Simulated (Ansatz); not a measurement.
**NH₃ (singlet): wave-function methods side by side, 6-31G**

An exercise on one series of results from a longer session: the logs are not shown, and one member is left open.

Method: 6-31G, core rule «outside noble gas», up to 1 orbitals frozen; program: Ansatz 0.2.0, Gaussian basis.

To be run: UHF; CCSD(T) on RHF; BCCD(T) on RHF; CISD; CCSDT(Q) on RHF; CISDTQ; CCSDTQ on RHF; CASSCF and MRCISD+Q, 8 electrons in 7 orbitals; CASSCF and MRCISD+Q(relaxed), 8 electrons in 7 orbitals; CASSCF and NEVPT2, 8 electrons in 7 orbitals; Full CI.

10 further runs of the same task are left out: 1 that didn't finish, 9 set aside as unsound or not needed.

## The geometry

The geometry is an MP2(full)/6-31G* stationary point (not a proven minimum).

4 atoms, charge 0, spin multiplicity 1.

Atoms are counted from 1 here; the program's logs count them from 0.

Bond lengths: N1–H2 1.017 Å, N1–H3 1.017 Å, N1–H4 1.017 Å. Angles: H2–N1–H3 106.3°, H2–N1–H4 106.3°, H3–N1–H4 106.3°.

Set-up of the first run:

Input file in.yaml:

```yaml
crystal:
  periodic: [false, false, false]
  atoms:
    - {symbol: N, position_ang: [0.000000, 0.000000, 0.068943]}
    - {symbol: H, position_ang: [0.000000, 0.939731, -0.319354]}
    - {symbol: H, position_ang: [0.813831, -0.469865, -0.319354]}
    - {symbol: H, position_ang: [-0.813831, -0.469866, -0.319353]}
basis:
  gaussian: {orbitals: 6-31G}
magnetization: {spin_polarized: true, initial_magnetization: 0}
hamiltonian: {xc: hf}
output: {orbitals: {seedname: orbitals}}
```

On the command line:

```
$ ansatz run in.yaml --threads 1 --pin off --events-out ev --progress --plain --max-ram 3020MiB --backend cpu
```

Steps of the session up to this table: UHF; CCSD(T) on RHF; BCCD(T) on RHF; CISD; CCSDT(Q) on RHF; CISDTQ; CCSDTQ on RHF; CASSCF and MRCISD+Q, 8 electrons in 7 orbitals; CASSCF and MRCISD+Q(relaxed), 8 electrons in 7 orbitals; CASSCF and NEVPT2, 8 electrons in 7 orbitals; Full CI.

One table of the session follows, with a row left open; its other results are not shown here.

| method | from FCI (kJ/mol) |
| --- | --- |
| RHF | +344.0 |
| RMP2 | +38.8 |
| CISD | +18.7 |
| RCCSD | +4.9 |
| RCCSD(T) | +1.1 |
| BCCD(T) | +1.2 |
| RCCSDT | +0.8 |
| CISDTQ | ? |
| RCCSDT(Q) | 0.0 |
| RCCSDTQ | 0.0 |
| CASSCF valence | +145.5 |
| NEVPT2 valence | +26.7 |
| MRCISD valence | +3.0 |
| MRCISD+Q valence | 0.0 |
| MRCISD+Q(relaxed) valence | -0.7 |
| FCI | 0 |

Q: Estimate the row for CISDTQ from the others.

The run gave: from FCI (kJ/mol): +0.6. In the column «from FCI (kJ/mol)» it lies between FCI (0) and RCCSDT (+0.8).

With the free atoms at the same levels and basis (separate runs), the atomisation energy is 10.281 eV at FCI, 10.269 eV at RCCSD(T), 7.641 eV at RHF.

Limits of these values: MRCISD+Q(relaxed) valence falls below full CI: the +Q correction isn't variational, and the cores differ from full CI's.
